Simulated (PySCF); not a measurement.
# Molecular orbitals of MgS⁺

r²SCAN at R = 2.251 Å; PySCF, no relativity, basis sets Mg pcseg-2, S pcseg-2. State: ²Π (doublet), unpaired electrons π ↑. Only the outer orbitals are listed, counted within each symmetry.

```tsv
spin	orbital	occ.	ε (eV)	on Mg (%)	main shells (%)
α	2π	1	-57.21	100	100 Mg p
α	2π	1	-57.17	100	100 Mg p
α	6σ	1	-57.11	100	100 Mg p
α	7σ	1	-22.97	4	95 S s
α	8σ	1	-13.21	27	68 S p, 23 Mg s
α	3π	1	-12.99	4	95 S p
α	3π	1	-11.59	6	93 S p
α	9σ	0	-9.37	88	68 Mg s, 19 Mg p, 12 S p
α	4π	0	-6.12	97	97 Mg p
α	4π	0	-5.96	96	96 Mg p
β	2π	1	-57.21	100	100 Mg p
β	2π	1	-57.18	100	100 Mg p
β	6σ	1	-57.12	100	100 Mg p
β	7σ	1	-21.48	6	93 S s
β	8σ	1	-12.84	32	63 S p, 29 Mg s
β	3π	1	-11.22	8	92 S p
β	3π	0	-10.15	11	88 S p, 10 Mg p
β	9σ	0	-9.49	84	61 Mg s, 22 Mg p, 16 S p
β	4π	0	-6.09	94	94 Mg p
```

Question: Which are the highest filled and the lowest empty level, where do they sit, and how wide is the gap?

Answer: Highest filled β 3π at -11.22 eV (in %: 92 S p); lowest empty β 3π at -10.15 eV (in %: 88 S p, 10 Mg p); the gap at r²SCAN is 1.07 eV. Both belong to one degenerate shell, split only by its one-sided filling, so this is no excitation gap.

- bond order (Mayer): 1.26
- ⟨S²⟩: 0.761
- charge on Mg (Mulliken, basis-dependent): 1.12
- charge on Mg (Löwdin, basis-dependent): 0.98
- dipole moment (positive dipole points towards S; it is taken about the centre of mass and depends on that origin): -9.17 D

The state was picked by a PBE0 search and need not be the measured ground state.
